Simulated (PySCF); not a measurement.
# H2O: the cost of one run

The runs use PySCF 2.14.0; levels as typed in each script, gas phase, geometry from GFN2-xTB.

**1. Where the work starts**

SMILES `O`, 3 atoms, charge 0, spin multiplicity 1.

Bond lengths: O1–H2 0.959 Å, O1–H3 0.959 Å. Angles: H2–O1–H3 107.2°.

Geometry (Å):

```xyz
3
H2O
O     0.00000    0.11381    0.00000
H     0.77220   -0.45522    0.00000
H    -0.77219   -0.45522    0.00000
```

**2. Density, bond paths and surface potential (PBE/def2-tzvp)**

Contents of input.py:

```python
import numpy as np
from pyscf import gto, scf, dft
from pyscf.scf import atom_ks, atom_hf
from scipy.linalg import block_diag

def solve(mol, dm0=None, hcore=None):
    mf = (dft.UKS if mol.spin else dft.RKS)(mol, xc='pbe')
    mf.grids.level = 3
    mf = mf.density_fit(auxbasis='def2-universal-jkfit')
    mf.conv_tol, mf.max_cycle = 1e-8, 80
    if hcore is not None:
        mf.get_hcore = lambda *args: hcore
    mf.kernel(dm0)
    if not mf.converged:
        mf = mf.newton().run(mf.mo_coeff, mf.mo_occ, max_cycle=30)
    assert mf.converged, 'SCF not converged'
    return mf

mol = gto.M(atom='''
O      0.00000     0.11381     0.00000
H      0.77220    -0.45522     0.00000
H     -0.77219    -0.45522     0.00000
''', basis='def2-tzvp', charge=0, spin=0, verbose=4)
mf = solve(mol)
mf.analyze()
# spherically averaged free atoms, for the promolecule
atm = atom_ks.get_atm_nrks(mol, xc='pbe')
pro = block_diag(*[(atm[a[0]][2] * atm[a[0]][3]) @ atm[a[0]][2].T for a in mol._atom])
np.savez('result.npz', e=mf.e_tot, c=mf.mo_coeff, occ=mf.mo_occ, eps=mf.mo_energy, pro=pro, dip=mf.dip_moment(verbose=0), s2=mf.spin_square()[0])
```

Started as:

```bash
$ OMP_NUM_THREADS=1 python input.py
```

**Question.** How long does this run take on 1 thread of AMD EPYC 9R45 (Zen 5), shared host, and how much memory does it need?

About 1.1 s, with a peak of 0.17 GiB.
